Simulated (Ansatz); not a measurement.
Basis-set extrapolation for BFH₂S, SMILES `FBS` (PBE0-D4/def2-TZVP geometry, frozen core, Ansatz). Multiplicity 1, RHF reference.

|  | def2-TZVPP | def2-QZVPP |
| --- | --- | --- |
| HF | -522.968516 | -522.985402 |
| MP2 correlation | -0.525832 | -0.572278 |
| CCSD(T) correlation | -0.572743 | -0.617027 |

Energies in hartree. Use E(X) = E(∞) + A·exp(−7.88·√X) for Hartree–Fock and E(X) = E(∞) + B·X^(−2.97) for correlation, with X = 3 and 4.

Problem. What is the CCSD(T) energy at the basis-set limit?

Solution. HF limit: -522.985402 + (-0.016886) × 0.13774 = -522.98773. Correlation limit: -0.617027 + (-0.044284) × 0.74074 = -0.64983. Total: -523.63756 hartree, 60.4 kcal/mol below CCSD(T)/def2-TZVPP.
